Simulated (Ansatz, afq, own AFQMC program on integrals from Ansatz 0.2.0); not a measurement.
HCl + NH, triplet: a scan with AFQMC

```yaml
atoms:
  - { symbol: Cl, position_ang: [-1.8735, 0.2511, 0.0000] }
  - { symbol: H, position_ang: [-0.5947, 0.2511, 0.0000] }
  - { symbol: N, position_ang: [1.0995, 0.2511, 0.0000] }
  - { symbol: H, position_ang: [1.3686, -0.7532, 0.0000] }
```

A hydrogen atom is moved from one rigid fragment to the other; the Cl1–H2 distance tells how far. The two fragments are held close together, so this isn't a minimum-energy path and the start is a compressed complex. Energies in eV count from this geometry (1.279 Å) at the same level; the start stands on UHF, each point on the determinant named.

Basis cc-pVTZ. Noble-gas cores (and the filled d shells of Ga–Kr and In–Xe) are frozen. AFQMC by an in-house program on the Cholesky factors that Ansatz 0.2.0 writes for its CCSD(T) run. ph-AFQMC/CISD is guided by a CISD state made of CCSD amplitudes; releasing the constraint for a short imaginary time cuts its bias at the price of noise, slowly where states lie close. Error bars are statistical, one sigma.

Cautions, each for one point or more: lower spins were not checked; the ph-AFQMC/CISD walk drifts between its halves; unrestricted determinant slightly spin contaminated.

```csv
r(Cl1–H2) / Å,det.,T1,weight,⟨S²⟩,CCSD(T),ph-AFQMC/CISD,PBE,r2SCAN
1.466,UHF,0.014,0.87,2.03,0.293,0.293 ± 0.008,0.025,0.110
1.559,UHF,0.018,0.86,2.05,0.501,0.504 ± 0.008,0.084,0.209
1.653,UHF,0.021,0.86,2.08,0.624,0.636 ± 0.008,0.085,0.240
1.746,UHF,0.022,0.85,2.09,0.605,0.629 ± 0.008,0.022,0.187
1.933,UHF,0.022,0.86,2.03,0.398,0.417 ± 0.007,-0.030,0.097
```

Weight is that of the determinant in the CISD state; at the start T1 is 0.010 and the weight 0.88, and ⟨S²⟩ is 2.02. Largest departures from phaseless AFQMC with a CISD trial: CCSD(T) -0.024 eV at 1.746 (on UHF), PBE -0.607 eV at 1.746, r2SCAN -0.442 eV at 1.746. The walk's constraint bias lies outside its error bars, so these are departures and not errors. Functionals count only at points shown to share the start's state and spin.

Some points may be missing: those where a free walk finds a much lower state, and past Zn most of those on another determinant than at the start.

A walk keeps the symmetry of its determinant, which the program's search chose and which needn't be the lowest solution, so a lower state of the same spin and another symmetry isn't excluded.
